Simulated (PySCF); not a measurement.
aluminum trihydride, AlH₃, SMILES [AlH3], point group D3h.

Level: B3LYP/pcSseg-2 in PySCF (density fitting, grid level 2); geometry and Hessian at that level, cubic constants and property derivatives from steps of ±0.6 along each species' dimensionless normal coordinates, second-order vibrational perturbation theory. The parent has the commonest isotopes.

Equilibrium geometry (Å):

```csv
atom,x,y,z
Al1,0.0102,0.0048,-0.1740
H2,-1.3375,-0.8087,-0.2892
H3,0.0180,1.4260,0.5125
H4,1.3502,-0.6031,-0.7454
```

(1) How much do zero-point and thermal motion change the parent's shieldings?

(2) And the bond lengths, in the parent and with ²H at 2?

The study (78 SCF points, 85 basis functions) took 79 s on 1 thread of AMD EPYC 9R14, on a host shared with other jobs (rough), peak memory 0.33 GiB, launched as `OMP_NUM_THREADS=1 python ens_run.py task.json out`.

Results:

(1) 
| atom | σe (ppm) | anharmonic part, 0 K | harmonic part, 0 K | Δσ at 0 K | Δσ at 350 K | Δσ at 700 K |
| --- | --- | --- | --- | --- | --- | --- |
| Al1 | 265.43 | 3.30 | -4.14 | -0.83 | -0.64 | -0.90 |
| H2 | 26.22 | -0.13 | -0.16 | -0.28 | -0.31 | -0.38 |

(2) 
```tsv
bond	re (Å)	⟨r⟩ at 0 K	between mean positions	⟨r⟩, labelled
Al1–H2	1.5784	1.5991	1.5917	1.5931
```
